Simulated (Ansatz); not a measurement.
This geometry of CH6Si + H (9 atoms, charge 0, multiplicity 2) is a first-order saddle point.

These are results of UKS r2SCAN-D4/def2-SVP (Ansatz 0.2.0), not measurements.

```xyz
9
Properties=species:S:1:pos:R:3
H -0.929 -0.264 1.207
C -0.366 -0.757 0.002
Si 0.715 0.630 -0.624
H -1.318 -0.008 1.987
H -1.282 -0.992 -0.558
H 0.129 -1.662 0.380
H -0.119 1.830 -0.934
H 1.729 0.994 0.411
H 1.442 0.228 -1.870
```

Task: Which two structures does it join? (They come from a converged band through this point; their orientation in space is the band's.)

Result: Bonds broken: H1–C2. Bonds formed: H1–H4. CH6Si + H becomes CH5Si + H2.

Image 0:

```xyz
9
Properties=species:S:1:pos:R:3
H -0.871 -0.398 0.921
C -0.366 -0.729 -0.002
Si 0.739 0.633 -0.678
H -1.729 0.091 2.857
H -1.142 -1.010 -0.730
H 0.218 -1.631 0.239
H -0.065 1.849 -1.013
H 1.778 1.018 0.326
H 1.437 0.178 -1.920
```

Image 10:

```xyz
9
Properties=species:S:1:pos:R:3
H -1.245 0.087 1.928
C -0.150 -1.048 -0.513
Si 0.735 0.567 -0.706
H -1.474 0.463 2.547
H -1.138 -1.238 -0.949
H 0.296 -1.909 0.000
H -0.245 1.688 -0.837
H 1.627 0.820 0.466
H 1.593 0.570 -1.936
```

Task: How far does it lie above each of them?

Result: 25.5 kJ/mol above the first and 31.7 kJ/mol above the second. This is the barrier of this one path; another mechanism may lie lower.

Run time: 3.2 min on 2 threads of Intel(R) Xeon(R) Platinum 8259CL CPU @ 2.50GHz (Skylake/Cascade Lake) (shared host), peak memory 0.2 GiB.
